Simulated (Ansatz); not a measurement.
**SiHF (SMILES F[SiH]): wB97X/def2-TZVPPD**

Aim: the vertical electron affinity of SiHF at wB97X/def2-TZVPPD, from 2 runs. 

Program for the calculation: Ansatz 0.2.0.

58 further runs of the same task are left out: 58 set aside as unsound or not needed.

## Step 1: The structure to begin with

The species is SiHF (3 atoms), meant as a singlet with charge 0. SMILES: `F[SiH]`. Geometry: relaxed at PBE0-D4/def2-TZVP.

Bond lengths: F1–Si2 1.612 Å, Si2–H3 1.541 Å. Angles: F1–Si2–H3 96.3°.

## Step 2: A single-point energy at wB97X/def2-TZVPPD

The input, input.yaml:

```yaml
crystal:
  periodic: [false, false, false]
  atoms:
    - {symbol: F, position_ang: [-1.090200, 0.024400, -0.602300]}
    - {symbol: Si, position_ang: [0.186800, 0.629400, 0.173800]}
    - {symbol: H, position_ang: [0.892400, -0.718600, 0.415300]}
basis:
  gaussian: {orbitals: def2-TZVPPD.json}
hamiltonian: {xc: {name: wB97X}}
accuracy: high
output: {orbitals: {seedname: orbitals}}
```

The basis set def2-TZVPPD is read from a file made from the Basis Set Exchange's data (not shown).

Run with:

```console
$ ansatz run input.yaml --threads 1 --pin off --max-ram 3480MiB --events-out events.jsonl --progress --plain --runs-dir runs
```

Standard output:

```text
Warning: RAYON_NUM_THREADS=1 ignored (pool sized by the plan → 1); use --threads N
Functional definition: wB97X
  name "wB97X"
  parameter omega = 0.3/bohr
  parameter cx = 0.157706
  parameter cx1 = 0.726479
  parameter cx2 = 1.04760
  parameter cx3 = -5.70635
  parameter cx4 = 13.2794
  parameter css1 = -4.33879
  parameter css2 = 18.2308
  parameter css3 = -31.7430
  parameter css4 = 17.2901
  parameter cos1 = 2.37031
  parameter cos2 = -11.3995
  parameter cos3 = 6.58405
  parameter cos4 = -3.78132
  exchange = spin_sum(e_x_unif_sr(omega)*poly(b97_u_x, 1 - cx, cx1, cx2, cx3, cx4)) + cx*exact_x_sr(omega)
      + exact_x_lr(omega)
  correlation = spin_sum(e_c_pw_same_spin*poly(b97_u_same, 1, css1, css2, css3, css4))
      + integral(e_c_pw_opposite_spin*poly(b97_u_opposite, 1, cos1, cos2, cos3, cos4))
1560 factors; integrals over basis functions are off by at most 3.9e-9 eV
320 factors; integrals over basis functions are off by at most 1.8e-9 eV
mean field evaluation 1: about -10609.5122 eV, gradient 3.4e1 eV
mean field evaluation 2: about -10608.7157 eV, gradient 4.5e1 eV
mean field evaluation 4: about -10611.2592 eV, gradient 1.1e0 eV
mean field evaluation 8: about -10611.2677 eV, gradient 3.5e-2 eV
mean field evaluation 16: about -10611.2677 eV, gradient 3.6e-5 eV
mean field -10611.26766433 eV, -389.9568940884 hartree, gradient 5.7e-8 eV, S^2 0.000000; 0 other end points of the search recorded, 0 dependent functions left out
reference -10611.26766139 eV, -389.9568939807 hartree; 12, 12 occupied and 93, 93 virtual orbitals, 1560 factors
Total energy: -10611.26766139 eV, -389.9568939807 hartree
```

Run time: 14 s. Hardware: 1 thread of Arm Neoverse V1, shared host; peak memory 0.35 GiB.

## Step 3: The doublet anion, same level

The input, job.yaml:

```yaml
crystal:
  periodic: [false, false, false]
  atoms:
    - symbol: F
      position_ang: [-1.090200, 0.024400, -0.602300]
    - symbol: Si
      position_ang: [0.186800, 0.629400, 0.173800]
    - symbol: H
      position_ang: [0.892400, -0.718600, 0.415300]
basis:
  gaussian:
    orbitals: def2-TZVPPD.json
total_charge: -1
magnetization:
  spin_polarized: true
  initial_magnetization: 1
hamiltonian:
  xc: {name: wB97X}
accuracy: high
output: {orbitals: {seedname: orbitals}}
```

The basis set def2-TZVPPD is read from a file made from the Basis Set Exchange's data (not shown).

Run with:

```console
$ ansatz run job.yaml --threads 1 --pin off --max-ram 3480MiB --events-out events.jsonl --progress --plain --runs-dir runs
```

Standard output:

```text
Warning: RAYON_NUM_THREADS=1 ignored (pool sized by the plan → 1); use --threads N
[... 17 set-up lines as earlier in the session ...]
      + exact_x_lr(omega)
[... 1 set-up line as earlier in the session ...]
      + integral(e_c_pw_opposite_spin*poly(b97_u_opposite, 1, cos1, cos2, cos3, cos4))
1560 factors; integrals over basis functions are off by at most 3.9e-9 eV
320 factors; integrals over basis functions are off by at most 1.8e-9 eV
mean field evaluation 1: about -10607.5702 eV, gradient 3.4e1 eV
mean field evaluation 2: about -10607.5425 eV, gradient 4.3e1 eV
mean field evaluation 4: about -10611.7544 eV, gradient 7.6e-1 eV
mean field evaluation 8: about -10611.8130 eV, gradient 1.1e-1 eV
mean field evaluation 16: about -10611.8133 eV, gradient 2.9e-4 eV
mean field evaluation 32: about -10611.8133 eV, gradient 5.1e-8 eV
mean field -10611.81328255 eV, -389.9769451884 hartree, gradient 5.1e-8 eV, S^2 0.758375; 0 other end points of the search recorded, 0 dependent functions left out
reference -10611.81327987 eV, -389.9769450898 hartree; 13, 12 occupied and 92, 93 virtual orbitals, 1560 factors
Total energy: -10611.81327987 eV, -389.9769450898 hartree
```

Wall time 36 s (1 thread of Arm Neoverse V1, shared host); peak memory 0.55 GiB.

## Step 4: Outcome

At wB97X/def2-TZVPPD:

| quantity | value |
| --- | --- |
| singlet SiHF: total energy | -389.95689 Eh |
| singlet SiHF: HOMO energy | -9.31 eV |
| singlet SiHF: LUMO energy | -0.53 eV |
| singlet SiHF: HOMO–LUMO gap | 8.79 eV |
| doublet anion: total energy | -389.97695 Eh |
| doublet anion: HOMO energy (highest over α and β) | -0.58 eV |
| doublet anion: LUMO energy (lowest over α and β) | 5.69 eV |
| doublet anion: ⟨S²⟩ | 0.758 |
| vertical electron affinity (to the doublet anion) | 0.546 eV |

In words: At fixed nuclei the extra electron is bound by 0.55 eV (12.6 kcal/mol).
